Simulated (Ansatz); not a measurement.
Reaction (atomization): `CO[SiH3]` → C• + 6 H• + O• + Si•

Computed with Ansatz on PBE0-D4/def2-TZVP structures; ΔE is electronic, products minus reactants. CCSD(T)/CBS is the MP2 limit (def2-TZVPP, def2-QZVPP) plus CCSD(T) − MP2 in def2-TZVPP, frozen cores. This one scheme is used for every species, atoms too. DFT in def2-TZVPP. B3LYP here is the variant with VWN-RPA as its local correlation; programs differ in this. HSE06 is defined as in plane-wave codes. No spin–orbit coupling; open shells (•) take unrestricted orbitals. Spin–orbit coupling would lower the free atoms: a little for C, O, Si.

Q: What is ΔE at CCSD(T)/CBS? (Estimate.)

A: Computed: +745.3 kcal/mol.

Q: What do these levels give: PBE-D4, B3LYP-D4, HSE06-D4, CAM-B3LYP-D4, ωB97M-V, B2PLYP, r2SCAN, CCSD/def2-SVP, HF/def2-TZVPP, MP2/def2-TZVPP, CCSD/def2-TZVPP, HF/CBS(def2)? (Estimate.)

A: Ansatz gave: PBE-D4 744.5, B3LYP-D4 743.6, HSE06-D4 736.3, CAM-B3LYP-D4 747.9, ωB97M-V 744.8, B2PLYP 736.2, r2SCAN 741.4, CCSD/def2-SVP 695.5, HF/def2-TZVPP 555.2, MP2/def2-TZVPP 731.0, CCSD/def2-TZVPP 719.5, HF/CBS(def2) 556.9 kcal/mol.

Largest T1 diagnostic among the species: 0.012.

In def2-TZVPP, CCSD(T) changes the Hartree–Fock value by +171.7 kcal/mol (the triples alone add +7.5 kcal/mol) and MP2 by +175.8 kcal/mol; breaking electron pairs costs correlation energy, which Hartree–Fock lacks. Leaving LDA and LC-ωPBE aside and taking each functional with its dispersion term where it has one, the values, not all of them listed here, spread over 20.3 kcal/mol, from BHLYP-D4 to CAM-B3LYP-D4. LDA lies +92.7 kcal/mol from PBE without D4, its usual overbinding.

For atomizations the MP2-based limit and the directly extrapolated one differ by several kJ/mol either way, and by 10 to 25 for some Ge, Se and Sn compounds, so smaller differences from it don't rank the levels.
